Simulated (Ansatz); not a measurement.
Two shapes of singlet C3H4.

Shape 1:

```xyz
7

C     0.0000    0.0000   -0.8550
C     0.0000    0.6483    0.4979
C     0.0000   -0.6483    0.4979
H     0.9187    0.0000   -1.4638
H    -0.9187    0.0000   -1.4638
H     0.0000    1.5897    1.0414
H     0.0000   -1.5897    1.0414
```

Shape 2:

```xyz
7

C     0.0000    0.0000   -0.7866
C     0.0000    0.5965    0.4581
C     0.0000   -0.5965    0.4581
H     0.8452    0.0000   -1.3467
H    -0.8452    0.0000   -1.3467
H     0.0000    1.4625    0.9581
H     0.0000   -1.4625    0.9581
```

Basis set: def2-TZVP (spherical functions). Left uncorrelated: 3 orbitals. Charge 0, multiplicity 1.

Computed with Ansatz (development build ahead of 0.2.0); each method stands on the lowest determinant of its kind that the runs found.

**Question.** Which shape is lower in energy, and by how much in each method?

**Answer.**

```json
{"method": "RHF", "E(2) − E(1) (eV)": "1.052"}
{"method": "RHF-MP2", "E(2) − E(1) (eV)": "1.385"}
```

Shape 1 is lower. Caution: no unrestricted run beside it, a lower state can exist.
